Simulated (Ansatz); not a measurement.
Z-matrix (Å, degrees):
```
N
Al 1 1.769
H 1 1.007 2 123.5
H 1 1.006 2 126.5 3 -180.0
N 2 1.769 1 120.4 3 -180.0
H 2 1.580 1 119.8 3 0.0
H 5 1.006 2 126.5 1 0.0
H 5 1.007 2 123.5 1 -180.0
```

Total charge 0; spin multiplicity 1.

List the ωB97M-V/def2-TZVPP orbital energies in eV (Ansatz). (Estimate.)

Computed: Occupied: -1531.09, -393.48, -393.48, -115.75, -75.40, -75.25, -75.24, -25.64, -25.38, -15.70, -15.40, -14.94, -12.94, -10.98, -10.08, -9.31. Lowest empty: 1.93, 2.04, 2.43, 3.63, 4.02, 4.64, 5.11, 5.20.
